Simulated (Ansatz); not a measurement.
System: C2H, charge 0, multiplicity 2. It need not be the lowest isomer of its formula. 
Coordinates optimised at B3LYP-D3(BJ)/def2-TZVP (Ansatz, a program for electronic structure):
SMILES: [C]#C
```xyz
3

C      0.0000     0.0000    -0.4720
C      0.0000     0.0000     0.7280
H      0.0000     0.0000    -1.5362
```
Charge 0, spin multiplicity 2.

Basis-set convergence of Hartree-Fock and CCSD(T) correlation energies (hartree) with Ansatz. Cores are frozen in the correlated levels unless marked. Open shells are spin-unrestricted. No spin-orbit coupling. No relativistic terms.

The UHF reference is spin-contaminated (<S^2> 0.36 over the pure value in the largest basis). The T1 diagnostic of CCSD in the largest basis is 0.062, which is high, so the coupled-cluster rows are less sure than usual.

```
basis        functions      E(HF)  E(corr, CCSD(T))
-----------  ---------  ---------  ----------------
aug-cc-pVDZ         55  -76.15868          -0.24807
aug-cc-pVTZ        115          ?                 ?
```

**Question.** What belongs in the gaps?

**Answer.** 
- aug-cc-pVTZ, E(HF): -76.17800
- aug-cc-pVTZ, E(corr, CCSD(T)): -0.29306
